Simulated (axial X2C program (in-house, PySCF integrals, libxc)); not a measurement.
Potential curves of Na₂, 2c

All values were computed with an axial X2C code built on PySCF integrals. Two-component (2c) means X2C with spin–orbit coupling and atomic mean-field two-electron Coulomb and Gaunt terms. Basis: Na dyall-cv3z [9s8p5d2f] (cores contracted in-house); Gaussian nuclei, density fitting, unrestricted open shells. Masses: Na 22.990 u.

State: Ω = 0 (closed shell). Energies in eV from the fragments at the same level (Na + Na). Fits are polynomials in 1 − R0/R over 0.85 to 1.23 times the lowest point R0.

```tsv
R (Å)	MP2	CCSD(T)	PBE0
2.6874	-0.3198		-0.5711
2.8110	-0.3964	-0.6379	-0.6333
2.9037	-0.4355	-0.6758	-0.6622
2.9963	-0.4610	-0.7004	-0.6783
3.0890	-0.4747	-0.7136	-0.6834
3.1971	-0.4780	-0.7168	-0.6776
3.3052	-0.4698	-0.7091	-0.6612
3.4442	-0.4457	-0.6866	-0.6279
3.6141	-0.4004		-0.5732
3.8613	-0.3135		-0.4755
```

Correlated methods: 2 electrons correlated (number of frozen shells: Na 2 s, 1 p), 242 virtual spin orbitals or spinors in MP2, 48 natural virtuals in coupled cluster.

The state is a single determinant with fixed occupations, the lowest that a limited PBE0 search found. Closed shells are restricted here (equal orbitals for both partners); the stretched side of such a curve lies too high. De is counted from the lowest determinant-based energies of the atoms at the same level, without counterpoise correction. CCSD and (T) use frozen natural virtuals with an MP2 correction for the truncation; (T) itself is uncorrected, so its De runs slightly low. Coupled cluster ran on the points near the minimum only. MP2 and coupled cluster on one determinant become unreliable at the stretched end.

Q: Fit the MP2 curve near its minimum: give the equilibrium distance, the harmonic wavenumber and the well depth.

A: At MP2, 2c: Re = 3.171 Å, ωe ≈ 156 cm⁻¹, De = 0.48 eV to Na + Na; Be follows as 0.146 cm⁻¹.

Q: Fit the CCSD(T) curve near its minimum: give the equilibrium distance, the harmonic wavenumber and the well depth.

A: At CCSD(T), 2c: Re = 3.172 Å, ωe ≈ 152 cm⁻¹, De = 0.72 eV to Na + Na; Be follows as 0.146 cm⁻¹.

Q: Fit the PBE0 curve near its minimum: give the equilibrium distance, the harmonic wavenumber and the well depth.

A: At PBE0, 2c: Re = 3.090 Å, ωe ≈ 161 cm⁻¹, De = 0.68 eV to Na + Na; Be follows as 0.154 cm⁻¹.
